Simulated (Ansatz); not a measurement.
# CHFO: the cost of one run

Method: the levels named in each step, in Ansatz 0.2.0.

## 1. Starting point

Bond lengths: C2–O3 1.125 Å, F1–H4 0.937 Å.

As a file:

```xyz
4

F     0.0000    0.0000   -1.8957
C     0.0000    0.0000    1.9896
O     0.0000    0.0000    0.8650
H     0.0000    0.0000   -0.9589
```

## 2. A rough first relaxation, PBE-D4/def2-SVP

This run stands in another session on the same molecule. It ended at:

```xyz
4

F     0.0000    0.0000   -1.9906
C     0.0000    0.0000    2.0954
O     0.0000    0.0000    0.9520
H     0.0000    0.0000   -1.0568
```

## 3. Relaxation, HF/STO-3G

Contents of input.yaml:

```yaml
crystal:
  periodic: [false, false, false]
  atoms:
    - { symbol: F, position_ang: [0.0, 0.0, -1.99055617] }
    - { symbol: C, position_ang: [0.0, 0.0, 2.09536776] }
    - { symbol: O, position_ang: [0.0, 0.0, 0.95198581] }
    - { symbol: H, position_ang: [0.0, 0.0, -1.0567974] }
basis:
  gaussian: { orbitals: STO-3G }
hamiltonian:
  xc: hf
relax:
  f_tol: 0.002
  max_steps: 150
```

On the command line:

```sh
$ ansatz run input.yaml --threads 2 --pin off --max-ram 5120MiB --backend cpu --events-out ev --progress --plain --runs-dir out
```

What time and memory should one allow on 2 threads of Arm Neoverse V2, shared host?

About 1.3 s, with a peak of 0.096 GiB.
